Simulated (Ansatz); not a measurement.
# Cu4: the cost of one run

Program: Ansatz 0.2.0, Gaussian basis. Level of theory: UKS PBE0-D4/def2-SVP. These are calculated values, not measurements.

Levels to be run: a search for the lowest solution at PBE0-D4/def2-SVP; a single point at PBE0-D4/def2-TZVPD.

2 further runs of the same task are left out: 2 set aside as unsound or not needed.

**1. The relaxed structure**

The doublet was relaxed beforehand with r2SCAN-D4/def2-SVPD. At that level it is the lowest of the isomers that a small search found.

4 atoms, charge -1, spin multiplicity 2.

Atoms are counted from 1 here; the program's logs count them from 0.

Bond lengths: Cu1–Cu3 2.307 Å, Cu1–Cu4 2.308 Å, Cu2–Cu3 2.308 Å, Cu2–Cu4 2.308 Å, Cu3–Cu4 2.352 Å. Angles: Cu3–Cu1–Cu4 61.3°, Cu3–Cu2–Cu4 61.3°, Cu1–Cu3–Cu2 118.7°, Cu1–Cu3–Cu4 59.4°, Cu2–Cu3–Cu4 59.4°, Cu1–Cu4–Cu2 118.7°, Cu1–Cu4–Cu3 59.3°, Cu2–Cu4–Cu3 59.4°.

No spin-orbit coupling is included. The ion is computed in the gas phase, without counter-ions or solvent.

Bonds by kind at the end (by distance):

```csv
bond,count,shortest (Å),longest (Å)
Cu–Cu,5,2.307,2.352
```

**2. Searching for the lowest solution, PBE0-D4/def2-SVP**

start.molden holds the orbitals of an earlier run on this state, given as this run's starting guess.

File in.yaml:

```yaml
crystal:
  periodic: [false, false, false]
  atoms:
    - {symbol: Cu, position_ang: [-1.167581, -1.372477, -0.833689]}
    - {symbol: Cu, position_ang: [1.167740, 1.372545, 0.833327]}
    - {symbol: Cu, position_ang: [0.758534, -0.103491, -0.892766]}
    - {symbol: Cu, position_ang: [-0.758693, 0.103423, 0.893129]}
basis:
  gaussian: {orbitals: def2-SVP, initial_orbitals: start.molden}
total_charge: -1
magnetization: {spin_polarized: true, initial_magnetization: 1}
hamiltonian: {xc: pbe0, dispersion: d4}
output: {orbitals: {seedname: orbitals}}
```

Started as:

```
$ ansatz run in.yaml --threads 4 --pin off --events-out ev --progress --plain --max-ram 4787MiB
```

What time and memory should one allow on 4 threads of Arm Neoverse V1, shared host?

About 11 s, with a peak of 0.59 GiB.
